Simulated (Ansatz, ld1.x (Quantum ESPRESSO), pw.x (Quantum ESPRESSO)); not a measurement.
**Equation-of-state test of one TM potential (gold (Au))**

| Property | Result |
| --- | --- |
| Element | Au |
| Generator | ld1.x (Quantum ESPRESSO) 7.5 |
| Type | norm-conserving Troullier–Martins (Kleinman–Bylander form) |
| Functional | PBE |
| Relativity | scalar-relativistic |
| Frozen core | [Xe] 4f14 |
| Valence charge | 11 |
| Reference configuration | 5d10 6s0.5 6p0.5 |
| Partial waves | 6s (bound): rc 2.24 bohr; 5d (bound): rc 1.46 bohr; 6p (bound): rc 2.32 bohr |
| Local potential | the p channel |
| Core correction | Bessel-smoothed model core inside 1.25 bohr |

Crystal test: fcc Au in pw.x 7.5, no spin, 14³ k-points, Fermi–Dirac smearing 0.01 Ry, cutoffs 100/400 Ry. The lattice is a test structure that the element need not adopt, and mesh and smearing are coarse.

pw.x input:

```
&control
  calculation='scf', prefix='x', pseudo_dir='./', outdir='./tmp', tstress=.true., disk_io='none'
/
&system
  ibrav=0, nat=1, ntyp=1, ecutwfc=100, ecutrho=400, nbnd=13,
  occupations='smearing', smearing='fd', degauss=0.01
/
&electrons
  conv_thr=1e-09, mixing_beta=0.4, electron_maxstep=70
/
ATOMIC_SPECIES
Au 1.0 Au.UPF
CELL_PARAMETERS angstrom
  0.00000000 2.08611398 2.08611398
  2.08611398 0.00000000 2.08611398
  2.08611398 2.08611398 0.00000000
ATOMIC_POSITIONS crystal
Au 0.0000 0.0000 0.0000
K_POINTS automatic
14 14 14 0 0 0
```

```bash
pw.x < Au.scf.in > Au.scf.out
```

Q: How does the run end?

A: It converges; the pressure is -36.90 GPa against -1.41 GPa from all-electron LAPW. This is a poor potential for the solid. Note: ghost state, extra bound levels that the all-electron valence spectrum of the same l lacks: s at -13.9 eV. A true bound ghost makes a file unfit for plane-wave use. Atomic configuration tests: 2 of 7 tests not solved or not reliable. The log shows:

```
     scf convergence threshold =      1.0E-09
     Exchange-correlation= PBE
     number of k points=   104  Fermi-Dirac smearing, width (Ry)=  0.0100
     iteration #  1     ecut=   100.00 Ry     beta= 0.40
     total energy              =    -102.78928443 Ry
     estimated scf accuracy    <       0.89235301 Ry
     iteration #  2     ecut=   100.00 Ry     beta= 0.40
     total energy              =    -102.70428601 Ry
     estimated scf accuracy    <       0.22950449 Ry
     iteration #  3     ecut=   100.00 Ry     beta= 0.40
     total energy              =    -102.46353307 Ry
     estimated scf accuracy    <       0.40668698 Ry
     iteration #  4     ecut=   100.00 Ry     beta= 0.40
     total energy              =    -102.74196427 Ry
     estimated scf accuracy    <       0.70118376 Ry
     [... 18 iterations left out ...]
     iteration # 23     ecut=   100.00 Ry     beta= 0.40
     total energy              =    -102.73480762 Ry
     estimated scf accuracy    <       0.00000035 Ry
     iteration # 24     ecut=   100.00 Ry     beta= 0.40
     total energy              =    -102.73480766 Ry
     estimated scf accuracy    <       0.00000002 Ry
     iteration # 25     ecut=   100.00 Ry     beta= 0.40
     total energy              =    -102.73480766 Ry
     estimated scf accuracy    <          5.2E-09 Ry
     iteration # 26     ecut=   100.00 Ry     beta= 0.40
     the Fermi energy is    14.1070 ev
!    total energy              =    -102.73480766 Ry
     estimated scf accuracy    <          1.5E-10 Ry
     smearing contrib. (-TS)   =      -0.01843386 Ry
     The total energy is F=E-TS. E is the sum of the following terms:
     one-electron contribution =       8.96568075 Ry
     hartree contribution      =       9.33101733 Ry
     xc contribution           =     -50.65000680 Ry
     ewald contribution        =     -70.36306508 Ry
     convergence has been achieved in  26 iterations
          total   stress  (Ry/bohr**3)                   (kbar)     P=     -368.96
     Message from routine punch:
     Nothing written, as per user request (disk_io='none')
```
